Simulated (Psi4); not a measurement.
# triplet H3O+: levels of theory compared

Aim: a comparison of 6 runs (UB3LYP/6-31G*, UCAM-B3LYP/aug-cc-pVTZ, UHSE06/aug-cc-pVTZ, UM06-2X/aug-cc-pVTZ, UTPSSh/aug-cc-pVTZ) of triplet H3O+. 

Program for the calculation: Psi4 1.11.

## Step 1: The system as given

The species is H3O+ (4 atoms), meant as a triplet with charge +1. SMILES of the parent species: `[OH3+]`. The coordinates come from a PBE0-D4/def2-TZVP relaxation. That shape belongs to the parent species and isn't relaxed for this state.

Bond lengths: O1–H2 0.978 Å, O1–H3 0.978 Å, O1–H4 0.978 Å. Angles: H2–O1–H3 113.0°, H2–O1–H4 113.0°, H3–O1–H4 113.0°.

## Step 2: A single-point energy at UB3LYP/6-31G(d) (spherical functions) (run 1)

input.in reads:

```
memory 2.2 GB

molecule mol {
  1 3
  O      0.34387346    -0.10714747    -0.09970195
  H      0.41396340     1.73560006     0.02861045
  H     -0.77269012    -0.69596723    -1.45013803
  H      0.01485325    -0.93248536     1.52126732
  units bohr
  symmetry c1
  no_reorient
  no_com
}

set {
  basis                6-31G*
  reference            uks
  puream               true
  e_convergence        1e-09
  d_convergence        1e-08
  scf_type             pk
  dft_radial_points    99
  dft_spherical_points 590
  maxiter              100
}

result, w = energy('b3lyp', return_wfn=True)
oeprop(w, 'WIBERG_LOWDIN_INDICES', 'QUADRUPOLE', 'DIPOLE', title='B3LYP')
```

Launch:

```bash
psi4 -i input.in -o input.out -n 1
```

input.out:

```text
[...]
  Running in c1 symmetry.
[...]
  Nuclear repulsion =   13.956307389084099
[...]
  Multiplicity = 3
[...]
  Nalpha       = 6
  Nbeta        = 4
[...]
    Number of basis functions: 20
[...]
   @UKS iter   1:   -76.27382631176656    5.91233e-01   5.69252e-03 ADIIS/DIIS
[...]
   @UKS iter   9:   -76.28224057603244   -1.42109e-14   6.34160e-09 DIIS
[...]
   @S^2 Observed:                2.001023050E+00
[...]
    Orbital Energies [Eh]
    ---------------------
    Alpha Occupied:
       1A    -19.795040     2A     -1.646368     3A     -1.095658
       4A     -1.095633     5A     -1.002692     6A     -0.397855
    Alpha Virtual:
       7A     -0.253896     8A     -0.253891     9A      0.320890
      10A      0.341846    11A      0.341910    12A      0.399206
      13A      0.558709    14A      0.558721    15A      0.915204
      16A      1.112113    17A      1.112129    18A      1.565328
      19A      1.982879    20A      1.982949
    Beta Occupied:
[...]
  @UKS Final Energy:   -76.28224057603244
   => Energetics <=
    Nuclear Repulsion Energy =             13.9563073890840990
    One-Electron Energy =                -126.6129764179383415
    Two-Electron Energy =                  43.8941386747199331
    DFT Exchange-Correlation Energy =      -7.5197102218981318
    Empirical Dispersion Energy =           0.0000000000000000
    VV10 Nonlocal Energy =                  0.0000000000000000
    Total Energy =                        -76.2822405760324358
[...]
 Multipole Moments:
 ------------------------------------------------------------------------------------
     Multipole            Electronic (a.u.)      Nuclear  (a.u.)        Total (a.u.)
 ------------------------------------------------------------------------------------
 L = 1.  Multiply by 2.5417464519 to convert [e a0] to [Debye]
 Dipole X            :         -2.2441569            2.4071142            0.1629573
 Dipole Y            :          0.6991878           -0.7500323           -0.0508445
 Dipole Z            :          0.6507218           -0.6978759           -0.0471541
 Magnitude           :                                                    0.1770981
 L = 2.  Multiply by 1.3450342976 to convert [e a0^2] to [Debye ang]
 Quadrupole XX       :         -6.4366041            1.7146280           -4.7219761
 Quadrupole XY       :         -0.8498539            0.9476301            0.0977762
[...]
```

Run time: 6 s. Hardware: 1 thread of AMD EPYC 7R43 (Zen 3), shared host; peak memory 0.35 GiB.

## Step 3: Energy and forces at UB3LYP/6-31G(d) (Cartesian functions) (run 2)

h3o.json reads:

```json
{
 "schema_name": "qcschema_input",
 "schema_version": 1,
 "molecule": {
  "schema_name": "qcschema_molecule",
  "schema_version": 2,
  "symbols": ["O", "H", "H", "H"],
  "geometry": [0.34387346, -0.10714747, -0.09970195, 0.4139634, 1.73560006, 0.02861045, -0.77269012, -0.69596723, -1.45013803, 0.01485325, -0.93248536, 1.52126732],
  "molecular_charge": 1,
  "molecular_multiplicity": 3,
  "fix_symmetry": "c1"
 },
 "driver": "gradient",
 "model": {
  "method": "b3lyp",
  "basis": "6-31G*"
 },
 "keywords": {
  "reference": "uks",
  "puream": false,
  "e_convergence": 1e-09,
  "d_convergence": 1e-08,
  "scf_type": "pk",
  "dft_radial_points": 99,
  "dft_spherical_points": 590,
  "maxiter": 100,
  "scf_properties": ["WIBERG_LOWDIN_INDICES", "QUADRUPOLE", "MAYER_INDICES"]
 }
}
```

Launch:

```bash
psi4 --qcschema h3o.json -n 1 --memory 2200MB
```

stdout (excerpt; [...] marks lines left out):

```text
[...]
  Running in c1 symmetry.
[...]
  Nuclear repulsion =   13.956307389084099
[...]
  Multiplicity = 3
[...]
  Nalpha       = 6
  Nbeta        = 4
[...]
    Number of basis functions: 21
[...]
   @UKS iter   1:   -76.27540778603175    5.90706e-01   5.73179e-03 DIIS/ADIIS
[...]
   @UKS iter   9:   -76.28458860208394   -9.94760e-14   5.43730e-09 DIIS
[...]
   @S^2 Observed:                2.001027232E+00
[...]
  @UKS Final Energy:   -76.28458860208394
   => Energetics <=
    Nuclear Repulsion Energy =             13.9563073890840990
    One-Electron Energy =                -126.5941453010302666
    Two-Electron Energy =                  43.8643408291770953
    DFT Exchange-Correlation Energy =      -7.5110915193148946
    Empirical Dispersion Energy =           0.0000000000000000
    VV10 Nonlocal Energy =                  0.0000000000000000
    Total Energy =                        -76.2845886020839572
[...]
 Multipole Moments:
 ------------------------------------------------------------------------------------
     Multipole            Electronic (a.u.)      Nuclear  (a.u.)        Total (a.u.)
 ------------------------------------------------------------------------------------
 L = 1.  Multiply by 2.5417464519 to convert [e a0] to [Debye]
 Dipole X            :          0.4707066           -0.5737000           -0.1029934
 Dipole Y            :         -0.1467358            0.1787591            0.0320233
 Dipole Z            :         -0.1364004            0.1663531            0.0299527
 Magnitude           :                                                    0.1119388
 L = 2.  Multiply by 1.3450342976 to convert [e a0^2] to [Debye ang]
 Quadrupole XX       :         -5.9575482            1.2178037           -4.7397445
 Quadrupole XY       :         -1.0085046            1.1024355            0.0939309
[...]
  -Total Gradient:
     Atom            X                  Y                   Z
    ------   -----------------  -----------------  -----------------
       1       -0.019415805698     0.006055673560     0.005626821546
       2       -0.035356428837    -0.136536844882    -0.001509616629
       3        0.058546847779     0.055882856994     0.115508738837
       4       -0.003774825161     0.074598420054    -0.119625881738
[...]
```

The result, in JSON:

```text
{
 "driver": "gradient",
 "model": {
  "method": "b3lyp",
  "basis": "6-31G*"
 },
 "success": true,
 "return_result": [-0.019415805697675204, 0.006055673559898521, 0.005626821545634125, -0.03535642883656807, -0.13653684488150683, -0.0015096166290379381, 0.058546847779436764, 0.05588285699360772, 0.11550873883671725, -0.0037748251607516853, 0.07459842005364781, -0.11962588173801356],
 "properties": {
  "calcinfo_nbasis": 21,
  "calcinfo_nmo": 21,
  "calcinfo_nalpha": 6,
  "calcinfo_nbeta": 4,
  "calcinfo_natom": 4,
  "nuclear_repulsion_energy": 13.956307389084099,
  "return_energy": -76.28458860208394,
  "return_gradient": [-0.019415805697675204, 0.006055673559898521, 0.005626821545634125, -0.03535642883656807, -0.13653684488150683, -0.0015096166290379381, 0.058546847779436764, 0.05588285699360772, 0.11550873883671725, -0.0037748251607516853, 0.07459842005364781, -0.11962588173801356],
  "scf_one_electron_energy": -126.59414530103027,
  "scf_two_electron_energy": 43.864340829177095,
  "scf_xc_energy": -7.511091519314895,
  "scf_dipole_moment": [-0.10299341926338729, 0.03202325707071141, 0.029952688708186626],
  "scf_total_energy": -76.28458860208394,
  "scf_total_gradient": [-0.019415805697675204, 0.006055673559898521, 0.005626821545634125, -0.03535642883656807, -0.13653684488150683, -0.0015096166290379381, 0.058546847779436764, 0.05588285699360772, 0.11550873883671725, -0.0037748251607516853, 0.07459842005364781, -0.11962588173801356],
  "scf_iterations": 9
 }
}
```

It took 8.1 s on 1 thread of AMD EPYC 7R43 (Zen 3), shared host; peak memory 0.36 GiB.

Runs 3 to 5 aren't shown in full; the table further down has their settings and results.

## Step 4: Energy and gradient at UTPSSh/aug-cc-pVTZ (run 6)

input.in reads:

```
memory 2200 mb

molecule molecule1 {
  1 3
  O
  H 1 0.978205
  H 1 0.978205 2 113.02582
  H 1 0.978188 2 113.01489 3 -129.94022
  symmetry c1
  no_reorient
  no_com
}

set {
  reference uks
  puream true
  e_convergence 1e-09
  d_convergence 1e-08
  scf_type pk
  dft_radial_points 99
  dft_spherical_points 590
  maxiter 100
}

energy_value, wavefunction = gradient("tpssh/aug-cc-pVTZ", return_wfn=True)
oeprop(wavefunction, "QUADRUPOLE", "MAYER_INDICES", "LOWDIN_CHARGES")
```

Launch:

```bash
psi4 input.in input.out -n 1
```

input.out (excerpt; [...] marks lines left out):

```text
[...]
  Running in c1 symmetry.
[...]
  Nuclear repulsion =   13.956305618847713
[...]
  Multiplicity = 3
[...]
  Nalpha       = 6
  Nbeta        = 4
[...]
    Number of basis functions: 115
[...]
   @UKS iter   1:   -76.31575276437846    4.84427e-01   1.66039e-03 ADIIS/DIIS
[...]
   @UKS iter   9:   -76.33580407504617   -1.29603e-11   5.85370e-09 DIIS
[...]
   @S^2 Observed:                2.001924365E+00
[...]
  @UKS Final Energy:   -76.33580407504617
   => Energetics <=
    Nuclear Repulsion Energy =             13.9563056188477130
    One-Electron Energy =                -126.6315151802417631
    Two-Electron Energy =                  44.7509106986224907
    DFT Exchange-Correlation Energy =      -8.4115052122746086
    Empirical Dispersion Energy =           0.0000000000000000
    VV10 Nonlocal Energy =                  0.0000000000000000
    Total Energy =                        -76.3358040750461697
[...]
  -Total Gradient:
     Atom            X                  Y                   Z
    ------   -----------------  -----------------  -----------------
       1       -0.008827541339     0.004128047735     0.002734436702
       2       -0.028819604624     0.013455817493    -0.126142600688
       3       -0.028819141280    -0.110823079396     0.061718753627
       4        0.066466112321     0.093239352861     0.061689758224
[...]
 Multipole Moments:
 ------------------------------------------------------------------------------------
     Multipole            Electronic (a.u.)      Nuclear  (a.u.)        Total (a.u.)
 ------------------------------------------------------------------------------------
 L = 1.  Multiply by 2.5417464519 to convert [e a0] to [Debye]
 Dipole X            :          0.4767409           -0.5440757           -0.0673348
 Dipole Y            :         -0.2226622            0.2540071            0.0313449
 Dipole Z            :         -0.1472716            0.1679938            0.0207222
 Magnitude           :                                                    0.0771096
 L = 2.  Multiply by 1.3450342976 to convert [e a0^2] to [Debye ang]
 Quadrupole XX       :         -6.6199173            1.5738512           -5.0460661
 Quadrupole XY       :         -1.4299208            1.4844749            0.0545541
[...]
```

It took 69 s on 1 thread of AMD EPYC 7R43 (Zen 3), shared host; peak memory 0.82 GiB.

## Step 5: All runs side by side

```csv
run,level,task,Cartesian functions,energy (Eh),HOMO energy (eV),⟨S²⟩,wall time
1,UB3LYP/6-31G* (spherical functions),energy,no,-76.282241,-10.83,2.001,6 s
2,UB3LYP/6-31G* (Cartesian functions),gradient,yes,-76.284589,-10.84,2.001,8.1 s
3,UCAM-B3LYP/aug-cc-pVTZ,energy,no,-76.305697,-12.40,2.001,30 s
4,UHSE06/aug-cc-pVTZ,gradient,no,-76.263262,-10.92,2.002,48 s
5,UM06-2X/aug-cc-pVTZ,energy,no,-76.287252,-12.12,2.002,69 s
6,UTPSSh/aug-cc-pVTZ,gradient,no,-76.335804,-10.77,2.002,69 s
```

## Step 6: Outcome

```
                                 quantity         value
                      run 6: total energy  -76.33580 Eh
run 6: HOMO energy (highest over α and β)     -10.77 eV
                              run 6: ⟨S²⟩         2.002
          run 6: largest force on an atom    6.690 eV/Å
```

**Reading.** Totals of different functionals can't be ranked against each other. All runs together took 3.8 min, the longest 69 s.
